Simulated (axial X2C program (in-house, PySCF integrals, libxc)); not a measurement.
## Correcting the dissociation energy of HF⁺ for spin–orbit coupling

A spin-free CCSD(T) curve (one-electron X2C) was computed with an axial X2C code built on PySCF integrals, basis F dyall-av3z [7s6p3d2f], H dyall-v3z [6s2p1d] (cores contracted in-house), for the state M_S = 1/2, Λ = 1 (beyond evenly filled blocks: π+α, π+β, π-α). It gives D0 = 3.446 eV to F + H+, which in a spin-free picture are the weighted means of the ground terms.

Correlated methods: 7 electrons correlated (number of frozen shells: F 1 s; H none), 129 virtual spin orbitals or spinors in MP2, 64 natural virtuals in coupled cluster.

Measured levels of the ground terms (NIST Handbook of Basic Atomic Spectroscopic Data), in cm⁻¹: F 2P: J = 3/2 at 0, J = 1/2 at 404.1.

The two components of the molecular doublet are 291 cm⁻¹ apart in the PBE0 2c search (Ω = 3/2 lower), so the lower one lies 146 cm⁻¹ under their mean.

Problem. How far does each ground level lie under the (2J+1)-weighted mean of its term?

Solution. F: (4 × 0 + 2 × 404.1)/6 = 135 cm⁻¹.

Problem. Correct D0.

Solution. D0 = 3.446 + (146 − 135)/8065.5 = 3.447 eV at CCSD(T) with these spin–orbit terms. The direct two-component run gives 3.450 eV; the difference holds second-order terms in the molecule, scalar two-electron terms, the gap between measured and computed atomic splittings (a 2c atom can miss part of its lowering) and, in coupled cluster, the truncation of each run.

Second-order spin–orbit effects in the molecule, which grow quickly with Z, are left out. Occupations by symmetry block were frozen at the best pattern of an incomplete PBE0 search. Dissociation energies refer to the lowest single-determinant-based atoms at the same level and basis. CCSD and (T) use frozen natural virtuals with an MP2 correction for the truncation; (T) itself is uncorrected, so its De runs slightly low.
